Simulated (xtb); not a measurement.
thiophene (C4H4S), SMILES c1ccsc1. All values are semi-empirical tight-binding results from xtb (GFN2-xTB unless named), good for trends rather than for accurate numbers. Coordinates come from a GFN2-xTB optimisation.

Optimised geometry:

Bonded distances (Å): C1–C2 1.415, C1–C5 1.356, C1–H6 1.075, C2–C3 1.356, C2–H7 1.075, C3–S4 1.719, C3–H8 1.072, S4–C5 1.719, C5–H9 1.072. Bond angles (°): C2–C1–C5 112.5, C2–C1–H6 123.8, C5–C1–H6 123.7, C1–C2–C3 112.5, C1–C2–H7 123.8, C3–C2–H7 123.7, C2–C3–S4 112.0, C2–C3–H8 128.6, S4–C3–H8 119.3, C3–S4–C5 91.0, C1–C5–S4 112.0, C1–C5–H9 128.6, S4–C5–H9 119.3.
Charge 0, spin multiplicity 1.

```json
{
  "point_group_as_xtb_finds_it": "C2v",
  "orbital_gap": "4.10 eV",
  "zero_point_energy": "40.8 kcal/mol",
  "G − E(el) at 298.15 K (modified RRHO)": "24.1 kcal/mol",
  "static polarisability (D4 model)": "65.0 bohr³",
  "solvation energy, GFN2-xTB/ALPB(water)": "0.9 kcal/mol",
  "solvation energy, GFN2-xTB/ALPB(dmf)": "-4.7 kcal/mol"
}
```

Computed atomic charges and the Wiberg bond orders between heavy atoms:
charges (e) C1 -0.04, C2 -0.04, C3 -0.02, S4 -0.03, C5 -0.02, H6 0.04, H7 0.04, H8 0.04, H9 0.04. Bond orders C1–C2 1.27, C2–C3 1.63, C3–S4 1.20, C1–C5 1.63, S4–C5 1.20.
